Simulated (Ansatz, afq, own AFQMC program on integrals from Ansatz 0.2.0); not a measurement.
Two steps: Ansatz 0.2.0 writes the Fock matrix and Cholesky factors of the valence space, and afq projects on them the lowest state that overlaps trial and start.

```yaml
crystal:
  periodic: [false, false, false]
  atoms:
    - {symbol: N, position_ang: [0.000000, 0.000000, 0.584354]}
    - {symbol: N, position_ang: [0.000000, 0.000000, -0.762437]}
    - {symbol: H, position_ang: [0.000000, 0.968061, 1.237355]}
    - {symbol: H, position_ang: [0.000000, -0.968061, 1.237355]}
basis:
  gaussian: {orbitals: cc-pVDZ}
magnetization: {spin_polarized: false}
correlation: {method: ccsd_t, electrons: outside_noble_gas, hamiltonian_folder: ham}
```

```sh
$ ansatz run in.yaml --threads 1 --pin off --events-out ev --progress --plain --max-ram 1382MiB
```

Options of the walk:

```
--method phaseless --trial cisd --walkers 60 --populations 1 --least-time 40 --time-step 0.005 --steps-per-block 50 --equilibration-blocks 28 --max-blocks 300 --target-error 0.00042 --factor-cut 1e-05 --seed 4511 --release-times 0.24,0.51,0.99,1.62,2.4 --release-step 0.03 --release-every 4 --taylor-order 6
```

Times are imaginary, in 1/Eh. The walk had a cap of 513 s.

```
orbitals 36  electrons 6 6  factors 273 of 363
reference energy -109.92423996 Eh
CCSD correlation -0.35438261 Eh in 12 cycles, weight of the determinant in the CISD state 0.8509
energy of the start -110.278623 Eh
 block  time / (1/Eh)  mean weight  energy / Eh
     1     0.250  1.0004  -110.273322
     2     0.500  1.0001  -110.275973
     3     0.750  1.0011  -110.289073
     4     1.000  0.9992  -110.287710
     5     1.250  1.0012  -110.283981
     7     1.750  1.0000  -110.297595
     9     2.250  1.0007  -110.286536
    17     4.250  1.0044  -110.303721
    33     8.250  0.9991  -110.296163
    49    12.250  0.9992  -110.290881
    65    16.250  1.0005  -110.302811
    81    20.250  1.0007  -110.308911
    97    24.250  0.9986  -110.309679
   113    28.250  0.9971  -110.298196
   129    32.250  1.0015  -110.296372
   145    36.250  0.9994  -110.282059
   161    40.250  1.0017  -110.286089
   177    44.250  0.9981  -110.293720
   193    48.250  1.0009  -110.297956
   209    52.250  1.0017  -110.298124
   225    56.250  1.0007  -110.294746
   233    58.250  0.9994  -110.279158
   241    60.250  1.0041  -110.280687
   257    64.250  0.9982  -110.320875
   273    68.250  0.9989  -110.288764
   289    72.250  0.9990  -110.304028
   305    76.250  0.9993  -110.285128
   321    80.250  1.0003  -110.284854
blocks merged  error / Eh  count
     1  0.000612  300
     2  0.000750  150
     4  0.000925  75
     8  0.001052  37
    16  0.001135  18
    32  0.000679  9
released: time / (1/Eh)  energy / Eh  error  mean overlap
  0.24  -110.294030  0.001120  1.0097
  0.51  -110.294196  0.000852  1.0148
  0.99  -110.293782  0.000806  1.0348
  1.62  -110.294208  0.001197  1.0562
  2.40  -110.294833  0.001550  1.0267
energy -110.294606 +/- 0.001135 Eh
(rows thinned)
```

**Question.** Estimate how long the walk took on 1 thread of AMD EPYC 9R14 (Zen 4), with other jobs on the host.

**Answer.** 2.2 min of wall time.

The run passed its tests (sampling time, drift between the halves within three errors, error under three times the target), which doesn't prove that it has relaxed.

Against this walk (error 30.9 meV) on the same determinant: CCSD(T) 45.3 meV higher (within the noise), CCSDT(Q) 16.9 meV lower (within the noise). The error is statistical and leaves out the bias of the constraint. Released to 2.40 1/Eh the energy moves by -6 ± 52 meV (both errors), within twice the noise.

Cautions: constraint bias not in the error; error above the target (30.9 against 11.4 meV); higher spins were not checked; restricted determinant unstable towards unrestricted (UHF 349 meV lower, ⟨S²⟩ 0.71); raised T1 diagnostic (T1 0.034, weight of the determinant 0.85, largest double 0.11); the bias of populations of 60 walkers isn't removed.

CCSDT and higher add their correlation energy to the determinant of the CCSD(T) run, since their own runs factorise the integrals more tightly (a shift of under 2 meV). A walk keeps the symmetry of its determinant, which the program's search chose and which needn't be the lowest solution, so a lower state of the same spin and another symmetry isn't excluded.
